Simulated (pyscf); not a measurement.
Thermochemistry of product channels of HO–PH₂ + SiH₄ on the singlet surface, in eV, from ωB97M-D3(BJ)/def2-TZVP energies (ideal gas, 1 atm, RRHO with modes under 100 cm⁻¹ raised to 100, one conformer, R ln 2 for chiral ones without a mode under 150 cm⁻¹). PySCF, gas phase, ωB97X-D3(BJ)/def2-SVP geometries.

| products | ΔE | ΔH(298 K) | ΔG(600 K) | ΔG(1200 K) |
|---|---|---|---|---|
| HO–PH–SiH₃ + H₂ | +0.18 | +0.11 | +0.14 | +0.06 |
| H₃Si–O–PH₂ + H₂ | -0.75 | -0.85 | -0.78 | -0.79 |

These are energies of the channels, which say nothing of barriers. HO–PH–SiH₃ lies 1.18 eV over its isomer HO–SiH₂–PH₂ (electronic energy, ωB97M-D3(BJ)/def2-TZVP). H₃Si–O–PH₂ lies 0.25 eV over its isomer HO–SiH₂–PH₂ (electronic energy, ωB97M-D3(BJ)/def2-TZVP).
